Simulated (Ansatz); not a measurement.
# Rb4: the cost of one run

The runs use Ansatz 0.2.0, Gaussian basis; the settings change from run to run.

1 further run of the same task is left out (it didn't finish).

### Step 1. The molecule

The geometry comes from an earlier relaxation with r2SCAN in a triple-zeta def2 set; it is a stationary point. Rb takes a core potential in def2 sets; no spin-orbit term is included.

4 atoms, charge 1, spin multiplicity 2.

Atoms are counted from 1 here; the program's logs count them from 0.

Bond lengths: Rb1–Rb2 5.090 Å, Rb1–Rb3 5.041 Å, Rb1–Rb4 4.619 Å, Rb2–Rb4 5.054 Å, Rb3–Rb4 5.104 Å. Angles: Rb2–Rb1–Rb3 126.1°, Rb2–Rb1–Rb4 62.5°, Rb3–Rb1–Rb4 63.6°, Rb1–Rb2–Rb4 54.2°, Rb1–Rb3–Rb4 54.2°, Rb1–Rb4–Rb2 63.3°, Rb1–Rb4–Rb3 62.2°, Rb2–Rb4–Rb3 125.5°.

Coordinates:

```xyz
4
Rb4
Rb    0.20378    0.00184   -2.29266
Rb    4.37247    1.04176    0.43619
Rb   -4.37345   -1.03199   -0.45192
Rb   -0.20280   -0.01161    2.30839
```

### Step 2. HSE06/def2-TZVPD

This run has multiplicity 4, coordinates scaled by 1.25.

File in.yaml:

```yaml
crystal:
  periodic: [false, false, false]
  atoms:
    - {symbol: Rb, position_ang: [0.254721, 0.002301, -2.865823]}
    - {symbol: Rb, position_ang: [5.465593, 1.302195, 0.545237]}
    - {symbol: Rb, position_ang: [-5.466812, -1.289986, -0.564898]}
    - {symbol: Rb, position_ang: [-0.253503, -0.014510, 2.885484]}
basis:
  gaussian: {orbitals: def2-TZVPD}
total_charge: 1
magnetization: {spin_polarized: true, initial_magnetization: 3}
hamiltonian: {xc: {name: HSE06}}
scf: {omitted_lower_state_checks: [starts]}
```

Launch:

```
$ ansatz run in.yaml --threads 2 --pin off --events-out ev --progress --plain --max-ram 4352MiB
```

What time and memory should one allow on 2 threads of Arm Neoverse V2, shared host?

About 20 s, with a peak of 0.64 GiB.
